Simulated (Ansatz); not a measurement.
**C₂H₄S: basis-set convergence**

An exercise on one series of results from a longer session: the logs are not shown, and one member is left open.

The runs use Ansatz 0.2.0, Gaussian basis; one geometry, several basis sets.

Plan: PBE0-D4/def2-SVP; ωB97M-V/def2-SVP; PBE0-D4/def2-QZVPP; ωB97M-V/def2-QZVPP; the functionals' def2-TZVPP values are taken from earlier runs.

1 further run of the same task is left out (it didn't finish).

### Structure used throughout

An earlier PBE0-D4 in a triple-zeta def2 set relaxation fixed the geometry.

SMILES `CC=S`, 7 atoms, charge 0, spin multiplicity 1.

Atoms are counted from 1 here; the program's logs count them from 0.

Bond lengths: C1–C2 1.482 Å, C1–H4 1.096 Å, C1–H5 1.096 Å, C1–H6 1.089 Å, C2–S3 1.608 Å, C2–H7 1.094 Å. Angles: C2–C1–H4 109.7°, C2–C1–H5 109.7°, C2–C1–H6 111.8°, H4–C1–H5 106.0°, H4–C1–H6 109.7°, H5–C1–H6 109.7°, C1–C2–S3 126.2°, C1–C2–H7 114.7°, S3–C2–H7 119.0°.

Set-up of the first run:

in.yaml reads:

```yaml
crystal:
  periodic: [false, false, false]
  atoms:
    - {symbol: C, position_ang: [-0.553085, 0.336502, -0.143004]}
    - {symbol: C, position_ang: [0.690040, -0.437229, 0.088861]}
    - {symbol: S, position_ang: [1.378869, -0.725134, 1.513381]}
    - {symbol: H, position_ang: [-1.288809, -0.291725, -0.658555]}
    - {symbol: H, position_ang: [-0.345838, 1.175277, -0.817733]}
    - {symbol: H, position_ang: [-0.976669, 0.709802, 0.788084]}
    - {symbol: H, position_ang: [1.156593, -0.835393, -0.816734]}
basis:
  gaussian: {orbitals: def2-SVP}
hamiltonian: {xc: pbe0, dispersion: d4}
output: {orbitals: {seedname: orbitals}}
```

Command:

```bash
ansatz run in.yaml --threads 4 --pin off --events-out ev --progress --plain --max-ram 10444MiB
```

Among the steps run: PBE0-D4 in def2-SVP; ωB97M-V in def2-SVP; PBE0-D4 in def2-QZVPP; ωB97M-V in def2-QZVPP.

One table of the session follows, with a row left open; its other results are not shown here.

It belongs to the step «Functionals by basis». 

| functional | basis | HOMO (eV) | LUMO (eV) |
| --- | --- | --- | --- |
| PBE0-D4 | def2-SVP | -6.29 | -1.92 |
| PBE0-D4 | def2-TZVPP | -6.46 | -2.09 |
| PBE0-D4 | def2-QZVPP | -6.50 | -2.14 |
| ωB97M-V | def2-SVP | -8.48 | 0.37 |
| ωB97M-V | def2-TZVPP | -8.67 | 0.10 |
| ωB97M-V | def2-QZVPP | ? | ? |

Q: Estimate the row for ωB97M-V, def2-QZVPP from the others.

As computed: HOMO (eV): -8.72; LUMO (eV): 0.02. In the column «HOMO (eV)» it is the lowest.
